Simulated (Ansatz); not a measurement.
The input, for Ansatz 0.2.0:

```yaml
crystal:
  periodic: [false, false, false]
  atoms:
    - {symbol: C, position_ang: [0.000000, 0.000000, 0.879033]}
    - {symbol: C, position_ang: [0.000000, -0.650545, -0.478068]}
    - {symbol: C, position_ang: [0.000000, 0.650545, -0.478068]}
    - {symbol: H, position_ang: [0.912438, 0.000000, 1.477121]}
    - {symbol: H, position_ang: [-0.912438, 0.000000, 1.477121]}
    - {symbol: H, position_ang: [0.000000, -1.584098, -1.017735]}
    - {symbol: H, position_ang: [0.000000, 1.584098, -1.017735]}
basis:
  gaussian: {orbitals: 6-31G}
correlation: {method: fic_mrcisd_q, electrons: outside_noble_gas, active_space: {window: {electrons: 8, orbitals: 8}}}
```

```sh
$ ansatz run in.yaml --threads 1 --pin off --events-out ev --progress --plain --max-ram 4160MiB --backend cpu
```

(1) Roughly how long does this take on 1 thread of AMD EPYC 7R13, shared host, and how much host memory?

```
509 factors; integrals over basis functions are off by at most 2.3e-4 eV
mean field evaluation 1: about -3149.0549 eV, gradient 1.8e1 eV
mean field evaluation 2: about -3149.0592 eV, gradient 1.8e1 eV
mean field evaluation 4: about -3150.1255 eV, gradient 1.8e0 eV
mean field evaluation 8: about -3150.1348 eV, gradient 1.4e-4 eV
mean field -3150.13481579 eV, -115.7653192422 hartree, gradient 2.0e-6 eV, S^2 0.000000; 0 other end points of the search recorded, 0 dependent functions left out; unrestricted orbitals would lower it
reference -3150.13481579 eV, -115.7653192422 hartree; 11, 11 occupied and 24, 24 virtual orbitals, 509 factors
state -3153.27763100 eV, -115.8808155710 hartree
contracted CI cycle   1: correlation 0.00000000 eV, 0.0000000000 hartree, residual 1.82e1 eV
contracted CI cycle   2: correlation -4.63624515 eV, -0.1703788668 hartree, residual 3.52e0 eV
contracted CI cycle   3: correlation -4.82821029 eV, -0.1774334553 hartree, residual 9.23e-1 eV
contracted CI cycle   4: correlation -4.84127739 eV, -0.1779136626 hartree, residual 2.62e-1 eV
contracted CI cycle   5: correlation -4.84228824 eV, -0.1779508108 hartree, residual 7.73e-2 eV
contracted CI cycle   6: correlation -4.84237284 eV, -0.1779539196 hartree, residual 2.23e-2 eV
contracted CI cycle   7: correlation -4.84238040 eV, -0.1779541975 hartree, residual 6.40e-3 eV
contracted CI cycle   8: correlation -4.84238099 eV, -0.1779542192 hartree, residual 1.78e-3 eV
state -3153.27763100 eV, -115.8808155710 hartree; corrected -3158.50292577 eV, -116.0728416117 hartree
Total energy: -3158.50292577 eV, -116.0728416117 hartree
```

Natural occupations: 1.9839 1.9687 1.9664 1.9234 0.0766 0.0384 0.0231 0.0195.

For the same geometry and basis RCCSDTQ lies 56.7 meV lower.

## Answers

(1) 6.5 s wall and 0.25 GiB.
